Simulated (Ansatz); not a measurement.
# C2H3Si− (SMILES C#[Si][CH2-]): single points off equilibrium

The task here is to estimate one member of a computed series from the others.

Computed with Ansatz 0.2.0, Gaussian basis. Level: single points in def2-TZVPPD.

Cores are frozen in the correlated methods.

**Where the work starts**

SMILES `C#[Si][CH2-]`, 6 atoms, charge -1, spin multiplicity 1.

Atoms are counted from 1 here; the program's logs count them from 0.

Bond lengths: C1–Si2 1.776 Å, C1–H4 0.914 Å, Si2–C3 1.605 Å, C3–H5 1.310 Å, C3–H6 1.222 Å. Angles: Si2–C1–H4 125.6°, C1–Si2–C3 174.4°, Si2–C3–H5 123.7°, Si2–C3–H6 123.4°, H5–C3–H6 97.3°.

As a file:

```
atom    x (Å)    y (Å)    z (Å)
  C1  -1.5006  -1.2808  -0.9067
 Si2  -0.3189  -0.2252  -0.1042
  C3   0.7969   0.7710   0.4764
  H4  -2.3371  -1.0331  -1.1783
  H5   2.0603   0.7266   0.1343
  H6   0.9655   0.9692   1.6706
```

The first run:

Input file run/in.yaml:

```yaml
crystal:
  periodic: [false, false, false]
  atoms:
    - {symbol: C, position_ang: [-1.500600, -1.280800, -0.906700]}
    - {symbol: Si, position_ang: [-0.318900, -0.225200, -0.104200]}
    - {symbol: C, position_ang: [0.796900, 0.771000, 0.476400]}
    - {symbol: H, position_ang: [-2.337100, -1.033100, -1.178300]}
    - {symbol: H, position_ang: [2.060300, 0.726600, 0.134300]}
    - {symbol: H, position_ang: [0.965500, 0.969200, 1.670600]}
basis:
  gaussian: {orbitals: "def2-TZVPPD.json"}
total_charge: -1
correlation: {method: ccsd_t}
output: {forces: true}
```

The basis file named in the input lies beside it (Basis Set Exchange, JSON).

The command line of these runs was not kept.

Steps of the session up to this table: CCSD(T)/def2-TZVPPD; PBE0-D4/def2-TZVPPD; wB97M-V/def2-TZVPPD; r2SCAN-D4/def2-TZVPPD; PBE-D4/def2-TZVPPD; BLYP-D4/def2-TZVPPD; BHLYP-D4/def2-TZVPPD.

One of the session's tables, all rows but one given; the rest of the session is left out.

| method | RMS force component (eV/Å) | angle to CCSD(T) forces (°) |
| --- | --- | --- |
| CCSD(T) | 5.082 | reference |
| PBE0-D4 | ? | ? |
| wB97M-V | 5.111 | 2.8 |
| r2SCAN-D4 | 5.039 | 1.8 |
| PBE-D4 | 5.014 | 2.1 |
| BLYP-D4 | 4.915 | 1.7 |
| BHLYP-D4 | 5.102 | 3.5 |

**Question.** Estimate the row for PBE0-D4.

As computed: RMS force component (eV/Å): 5.110; angle to CCSD(T) forces (°): 2.3. In the column «RMS force component (eV/Å)» it lies between BHLYP-D4 (5.102) and wB97M-V (5.111).
